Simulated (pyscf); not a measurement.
PySCF, gas phase, ωB97X-D3(BJ)/def2-SVP geometries.

**Question.** How much does it cost (ΔH, 298 K, ωB97M-D3(BJ)/def2-TZVP) to split H₂N–Si(SiH₃)(SiH₃)–SiH₂–SiH₃ at its Si–Si bond into H₂N–Si(SiH₂•)(SiH₃)–SiH₃ + SiH₃•?

**Answer.** Si–Si to H₂N–Si(SiH₂•)(SiH₃)–SiH₃ + SiH₃•: 74.5 kcal/mol. The 7 functionals that were run give +67.8 (r²SCAN) to +79.4 kcal/mol (ωB97X-D3(BJ)/def2-TZVP). H₂N–Si(SiH₂•)(SiH₃)–SiH₃ lies 16.4 kcal/mol over its isomer H₃Si–NH–Si•(SiH₃)–SiH₃ (electronic energy, ωB97M-D3(BJ)/def2-TZVP).
